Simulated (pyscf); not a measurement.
H₃C–CH₂–O–Sc(OH)–OH → HO–Sc(OH)–OH + ethylene (H₂C=CH₂), gas phase, singlet surface. Single points on ωB97X-D3(BJ)/def2-SVP structures (PySCF, gas phase). ΔG in kcal/mol from ωB97M-D3(BJ)/def2-TZVP energies (ideal gas, 1 atm, RRHO with modes under 100 cm⁻¹ raised to 100, one conformer, R ln 2 for chiral ones without a mode under 150 cm⁻¹).

```json
[
 {"T (K)": "298", "ΔG": "+3.7"},
 {"T (K)": "600", "ΔG": "-7.3"},
 {"T (K)": "900", "ΔG": "?"},
 {"T (K)": "1200", "ΔG": "-28.9"}
]
```

**Question.** Fit a line to the three values, predict ΔG at 900 K, and estimate where the reaction turns favourable at 1 atm of each gas.

**Answer.** Least squares gives ΔG = +14.4 − 36.1 × T/1000 K, so ΔS is about +151 J/(mol K) and ΔH about +14.4 kcal/mol over this range (ΔH at 298 K: +14.5). At 900 K the line gives -18.1; the computed value is -18.2. ΔG = 0 falls near 400 K; 1 kcal/mol in the energy moves that by 28 K. This is thermodynamics alone and says nothing of the barrier.
